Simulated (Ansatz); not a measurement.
```yaml
crystal:
  periodic: [false, false, false]
  atoms:
    - {symbol: N, position_ang: [-1.433442, -0.439072, -0.004131]}
    - {symbol: Si, position_ang: [0.001792, 0.462205, 0.003856]}
    - {symbol: O, position_ang: [1.251762, -0.426974, -0.003151]}
basis:
  gaussian: {orbitals: def2-TZVP}
magnetization: {spin_polarized: true, initial_magnetization: 3}
hamiltonian: {xc: pbe0}
relax: {f_tol: 0.004, max_steps: 80}
```

```sh
$ ansatz run in.yaml --threads 1 --pin off --events-out ev --progress --plain --max-ram 2176MiB
```

Steps of the relaxation (energy above the last step; positions in Å, forces in eV/Å):

```
3
step 1, 162.3 meV
N    -1.433   -0.439   -0.004   -2.181   -1.403   -0.012
Si    0.002    0.462    0.004    2.143    1.469    0.013
O     1.252   -0.427   -0.003    0.039   -0.066   -0.001
```

```
3
step 2, 76.5 meV
N    -1.456   -0.448   -0.004   -1.371   -0.865   -0.008
Si    0.016    0.471    0.004    1.441    0.826    0.007
O     1.260   -0.427   -0.003   -0.070    0.039    0.000
```

```
3
step 3, 6.0 meV
N    -1.499   -0.463   -0.004   -0.316   -0.177   -0.002
Si    0.043    0.485    0.004    0.432    0.071    0.001
O     1.276   -0.425   -0.003   -0.116    0.107    0.001
```

```
3
step 6, 0.0 meV
N    -1.524   -0.466   -0.004    0.000    0.000    0.000
Si    0.055    0.481    0.004   -0.001    0.001    0.000
O     1.289   -0.419   -0.003    0.001   -0.001    0.000
```

Close pairs at the end: Si2–O3 1.527 Å, N1–Si2 1.841 Å.

A stationary point of unrestricted PBE0 after 6 steps, with ⟨S²⟩ = 3.768 against 3.75 for a pure state; no frequencies were run, so it isn't proven a minimum. 20 s on 1 thread of Arm Neoverse V1, shared host.
